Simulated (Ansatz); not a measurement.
We consider chalcopyrite CdGeAs₂, described by PBEsol (Ansatz, a program for electronic structure, plane waves, PAW).

Numerical settings: plane-wave cutoff 520 eV, 8×8×8 k mesh, Fermi–Dirac smearing 0.01 eV, scalar-relativistic PAW data made under PBE.

The volume scan:

```tsv
V (Å³/atom)	E − E_lowest (meV/atom)
23.965	8.14
24.464	1.95
24.964	0.00
25.463	1.83
25.962	7.04
```

Task: Estimate the bulk modulus and its pressure derivative from these points.

Result: V0 = 24.962 Å³/atom, B0 = 60.7 GPa, B′ = 4.7 (fit to the energies at full precision).

Shape and atoms are relaxed at each volume.

Measured, for comparison: bulk modulus 69.9 GPa (temperature not stated, not corrected to a static lattice; as tabulated in Toher et al. (2017), arXiv:1611.05714). Computed (rounded) less measured: bulk modulus -13 %.

Note: the gap of the solid is closed in this run; this level leaves the solid without a gap, although one is measured; the bulk modulus comes from volumes at which shape and atoms were relaxed.
